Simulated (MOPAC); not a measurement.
MOPAC input (PM6):

```
PM6 1SCF GEO-OK AUX(PRECISION=9) THREADS=1
CHCl3

C    -0.00768397 1    0.00047609 1    0.45577993 1
H    -0.02591434 1    0.00160561 1    1.53712694 1
Cl    0.01488659 1    1.69164517 1   -0.08530085 1
Cl    1.45955078 1   -0.85759891 1   -0.05828251 1
Cl   -1.47020100 1   -0.83430874 1   -0.10769937 1
```

Output:

```
 *******************************************************************************
 **                                                                           **
 **                              MOPAC v23.2.5                                **
 **                                                                           **
 *******************************************************************************
 ** MOPAC's Digital Object Identifier: https://doi.org/10.5281/zenodo.6511958 **
 **                                                                           **
 ** Please cite the open-source release paper for use of this MOPAC version:  **
 ** J. E. Moussa and J. J. P. Stewart (2026)                                  **
 ** MOPAC: An open-source semiempirical molecular orbital program             **
 ** J. Open Source Softw., 11(119), 8025, https://doi.org/10.21105/joss.08025 **
 *******************************************************************************

                              PM6 CALCULATION RESULTS

 *******************************************************************************
 *  PM6        - The PM6 Hamiltonian to be used
 *  GEO-OK     - OVERRIDE INTERATOMIC DISTANCE AND OTHER SAFETY CHECKS
 *  1SCF       - DO 1 SCF AND THEN STOP
 *  AUX        - OUTPUT AUXILIARY INFORMATION
 *******************************************************************************
PM6 1SCF GEO-OK AUX(PRECISION=9) THREADS=1
 CHCl3

   ATOM   CHEMICAL          X               Y               Z
  NUMBER   SYMBOL      (ANGSTROMS)     (ANGSTROMS)     (ANGSTROMS)

     1       C         -0.00768397  *   0.00047609  *   0.45577993  *
     2       H         -0.02591434  *   0.00160561  *   1.53712694  *
     3      Cl          0.01488659  *   1.69164517  *  -0.08530085  *
     4      Cl          1.45955078  *  -0.85759891  *  -0.05828251  *
     5      Cl         -1.47020100  *  -0.83430874  *  -0.10769937  *

          CARTESIAN COORDINATES

    NO.       ATOM           X           Y           Z

     1         C         -0.0077      0.0005      0.4558
     2         H         -0.0259      0.0016      1.5371
     3        Cl          0.0149      1.6916     -0.0853
     4        Cl          1.4596     -0.8576     -0.0583
     5        Cl         -1.4702     -0.8343     -0.1077

 General Reference for PM6:
 "Optimization of Parameters for Semiempirical Methods V: Modification of NDDO Approximations
 and Application to 70 Elements", J. J. P. Stewart, J. Mol. Mod., 13, 1173-1213 (2007)
 URL: https://link.springer.com/article/10.1007/s00894-007-0233-4

           Empirical Formula: C H Cl3  =     5 atoms

      MOLECULAR POINT GROUP   :   C3v

      RHF CALCULATION, NO. OF DOUBLY OCCUPIED LEVELS = 13

 -------------------------------------------------------------------------------
 PM6 1SCF GEO-OK AUX(PRECISION=9) THREADS=1
 CHCl3

     1SCF WAS SPECIFIED, SO BFGS WAS NOT USED
     SCF FIELD WAS ACHIEVED

                              PM6 CALCULATION
                                                       MOPAC v23.2.5 Linux

          FINAL HEAT OF FORMATION =        -18.91788 KCAL/MOL =     -79.15243 KJ/MOL

          COSMO AREA              =        116.08 SQUARE ANGSTROMS
          COSMO VOLUME            =        104.55 CUBIC ANGSTROMS

          IONIZATION POTENTIAL    =         11.332930 EV
          HOMO LUMO ENERGIES (EV) =        -11.333 -0.762
          NO. OF FILLED LEVELS    =         13
          MOLECULAR WEIGHT        =        119.3779         POINT GROUP:  C3v

          MOLECULAR DIMENSIONS (Angstroms)

            Atom       Atom       Distance
           Cl     5   Cl     3     2.93026
           Cl     4   Cl     3     2.53768
           Cl     3    H     2     1.62112

          SCF CALCULATIONS        =          1

   ATOM   CHEMICAL          X               Y               Z
  NUMBER   SYMBOL      (ANGSTROMS)     (ANGSTROMS)     (ANGSTROMS)

     1       C         -0.00768397  *   0.00047609  *   0.45577993  *
     2       H         -0.02591434  *   0.00160561  *   1.53712694  *
     3      Cl          0.01488659  *   1.69164517  *  -0.08530085  *
     4      Cl          1.45955078  *  -0.85759891  *  -0.05828251  *
     5      Cl         -1.47020100  *  -0.83430874  *  -0.10769937  *

                             CARTESIAN COORDINATES

   1    C       -0.007683970     0.000476090     0.455779930
   2    H       -0.025914340     0.001605610     1.537126940
   3   Cl        0.014886590     1.691645170    -0.085300850
   4   Cl        1.459550780    -0.857598910    -0.058282510
   5   Cl       -1.470201000    -0.834308740    -0.107699370

           Empirical Formula: C H Cl3  =     5 atoms

      MOLECULAR POINT GROUP   :   C3v

                  EIGENVALUES
 -29.06208 -26.60790 -26.60790 -23.44010 -17.02166 -16.42102 -16.42102 -12.06863
 -12.06863 -11.55108 -11.55108 -11.41736 -11.33293  -0.76156  -0.30395  -0.30395
   3.78331  85.80437  85.86354  86.46537  86.46537  87.06040  87.06040  87.06049
  87.56287  87.56287  88.00744  88.00744  88.27677  88.44167  88.44167  88.76883

              NET ATOMIC CHARGES AND DIPOLE CONTRIBUTIONS

  ATOM NO.   TYPE          CHARGE      No. of ELECS.   s-Pop       p-Pop       d-Pop
    1          C           0.041973        3.9580     1.16074     2.79729
    2          H           0.186329        0.8137     0.81367
    3         Cl          -0.076100        7.0761     1.99201     5.07730     0.00679
    4         Cl          -0.076100        7.0761     1.99201     5.07730     0.00679
    5         Cl          -0.076100        7.0761     1.99201     5.07730     0.00679
 DIPOLE           X         Y         Z       TOTAL
 POINT-CHG.    -0.026     0.002     1.559     1.560
 HYBRID         0.005    -0.000    -0.297     0.297
 SUM           -0.021     0.001     1.262     1.263

          ATOMIC ORBITAL ELECTRON POPULATIONS

     Atom    s        px        py        pz      x^2-y^2     xz        z^2       yz        xy
    1  C   1.16074   0.86600   0.86594   1.06535
    2  H   0.81367
    3 Cl   1.99201   1.97038   1.18702   1.91990   0.00253   0.00011   0.00091   0.00193   0.00130
    4 Cl   1.99201   1.38153   1.76885   1.92693   0.00161   0.00143   0.00092   0.00056   0.00227
    5 Cl   1.99201   1.38389   1.77965   1.91376   0.00160   0.00152   0.00090   0.00058   0.00219

 **********************
 *                    *
 * JOB ENDED NORMALLY *
 *                    *
 **********************

 == MOPAC DONE ==
```

The geometry given is a B3LYP-D3(BJ)/def2-TZVP minimum.
